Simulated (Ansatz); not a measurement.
ClH$_{2}$SSi (`S[SiH]Cl`) radical, relaxed with UKS PBE-D4/def2-SVP in Ansatz 0.2.0 from a rough embedded geometry. The force threshold is 0.03 eV/Å; the program also tests the step.

Total charge 0; spin multiplicity 2.

Start:

```xyz
5

S    -1.140   -0.274   -0.902
Si    0.306    0.571    0.353
Cl   -0.324    0.384    2.280
H    -0.378   -0.445   -1.922
H     1.536   -0.237    0.191
```

```tsv
step	energy (eV)	largest force (eV/Å)	largest move (Å)
1	-31245.1047	2.585	0.000
2	-31245.2684	0.812	0.092
3	-31245.2845	0.160	0.126
4	-31245.2915	0.102	0.055
5	-31245.2930	0.012	0.043
6	-31245.2936	0.056	0.054
7	-31245.2938	0.023	0.006
```

End:

```xyz
5

S    -1.193   -0.395   -0.880
Si    0.342    0.537    0.331
Cl   -0.353    0.449    2.295
H    -0.423   -0.322   -2.007
H     1.628   -0.269    0.260
```

It took 7.5 s on 2 threads of a server CPU on a shared host, with 0.16 GiB of host memory at the peak.
